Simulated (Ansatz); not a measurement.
Relaxation of CH7BSi (10 atoms, charge 0, multiplicity 1), to a largest force component of 0.015 eV/Å in at most 40 steps.

Level of theory: Ansatz 0.2.0, RHF/def2-SVP.

```xyz
10
Properties=species:S:1:pos:R:3
B -0.199 -0.908 -1.266
C 0.449 -0.609 0.122
Si -0.172 1.018 0.822
H -1.348 -0.955 -1.348
H 0.409 -0.981 -2.273
H 1.553 -0.550 -0.014
H 0.225 -1.428 0.824
H -1.558 0.986 1.019
H 0.519 1.262 2.175
H 0.205 2.114 -0.059
```

Where does it end, and by what steps?

The run converged. After 6 steps the energy has fallen by 0.254 eV; H4 moved furthest, 0.48 Å.

```csv
step,energy less start (eV),largest force component (eV/Å),accepted
0,0.0000,2.260,yes
1,-0.1554,1.265,yes
2,-0.2183,0.479,yes
3,-0.2288,0.421,yes
4,-0.2491,0.152,yes
5,-0.2533,0.040,yes
6,-0.2536,0.013,yes
```

```xyz
10
Properties=species:S:1:pos:R:3
B -0.216 -0.918 -1.279
C 0.429 -0.648 0.117
Si -0.097 1.038 0.822
H -1.300 -1.431 -1.367
H 0.335 -0.574 -2.290
H 1.521 -0.620 0.075
H 0.119 -1.382 0.867
H -1.568 1.100 1.000
H 0.549 1.242 2.140
H 0.310 2.141 -0.081
```

Whether the end is a true minimum wasn't checked by a vibrational analysis.

Run time: 19 s on 1 thread of AMD EPYC (Zen 3), on a shared host, peak memory 0.14 GiB.
